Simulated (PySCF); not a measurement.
Work out the structure from these simulated measurements.

Formula: C4H6N2.

| Item | Value |
| --- | --- |
| Couplings | largest of the computed one-bond spin–spin couplings (means over like bonds): 13C–1H +211.1, 13C–1H +195.1, 13C–1H +189.9, 13C–1H +142.7 (×3), 13C–13C +73.0, 15N–13C -17.4, 15N–13C -13.4, 15N–13C -12.7 Hz [B3LYP/pcJ-1, spin–dipole term left out for some pairs] |
| 13C NMR | chemical shifts (computed TMS as zero) by class: 140.3 (1 C), 137.2 (1 C), 122.6 (1 C), 33.6 (1 C) ppm [GIAO PBE0/pcSseg-1] |
| Rotational structure | rotational constants A, B, C: 9.380, 3.665, 2.680 GHz [GFN2-xTB] |
| 1H NMR | chemical shifts (computed TMS as zero) by class: 7.30 (1 H), 7.15 (1 H), 6.86 (1 H), 3.77 (3 H) ppm [GIAO PBE0/pcSseg-1] |
| Dipole | 4.21 D [PBE0/pcSseg-1] |
| NMR, other nuclei | isotropic shieldings of nuclei other than C and H, by class: -37 (1 N), 84 (1 N) ppm [GIAO PBE0/pcSseg-1] |

Gas-phase values; electronic properties from PySCF, density fitting. Levels stand in brackets. Isolated species at its GFN2-xTB geometry, gas phase. NMR values are class means; diastereotopic atoms form classes of their own.

Question: What is the compound? Reason from the data.

Answer: Numbering: `[CH3:1][n:2]1[cH:3][cH:4][n:5][cH:6]1`. Its formula, C4H6N2, gives 3 degrees of unsaturation: 1 ring and 2 π bonds in the structure found (Kekulé form). 4 carbons fall into 4 classes; from least to most shielded: aromatic CH next to a ring nitrogen [C6] (140.3 ppm), aromatic CH next to a ring nitrogen [C4] (137.2 ppm), aromatic CH next to a ring nitrogen [C3] (122.6 ppm), N-methyl carbon [C1] (33.6 ppm). Hydrogen classes from least to most shielded: 1 H on an aromatic CH next to a ring nitrogen, C4 (7.30 ppm), 1 H on an aromatic CH next to a ring nitrogen, C6 (7.15 ppm), 1 H on an aromatic CH next to a ring nitrogen, C3 (6.86 ppm), 3 H on an N-methyl carbon, C1 (3.77 ppm). The other shieldings belong to: -37 ppm, pyridine-type nitrogen [N5]; 84 ppm, pyrrole-type nitrogen [N2]. The couplings run between: +211.1 Hz, aromatic CH next to a ring nitrogen [C6] and its hydrogen; +195.1 Hz, aromatic CH next to a ring nitrogen [C4] and its hydrogen; +189.9 Hz, aromatic CH next to a ring nitrogen [C3] and its hydrogen; +142.7 Hz, N-methyl carbon [C1] and its hydrogen (with 2 like pairs); +73.0 Hz, aromatic CH next to a ring nitrogen [C3] and aromatic CH next to a ring nitrogen [C4]; -17.4 Hz, pyrrole-type nitrogen [N2] and aromatic CH next to a ring nitrogen [C3]; -13.4 Hz, pyrrole-type nitrogen [N2] and N-methyl carbon [C1]; -12.7 Hz, pyrrole-type nitrogen [N2] and aromatic CH next to a ring nitrogen [C6]. By its constants the optimised geometry is an asymmetric top. Structure: `CN1C=CN=C1`. Computed isomers that give other values at the same levels: `Cc1cc[nH]n1` (13C chemical shifts (computed TMS as zero) by class: 152.0 (1 C), 131.4 (1 C), 110.1 (1 C), 15.9 (1 C) ppm); `[H]/N=C(/C)CC#N` (13C chemical shifts (computed TMS as zero) by class: 170.1 (1 C), 119.9 (1 C), 32.6 (1 C), 27.6 (1 C) ppm); `[H]/N=C(\C=C)N=C` (13C chemical shifts (computed TMS as zero) by class: 174.2 (1 C), 156.9 (1 C), 140.9 (1 C), 132.7 (1 C) ppm). The assignments are read from this structure; whether some other isomer fits the data as well wasn't checked.
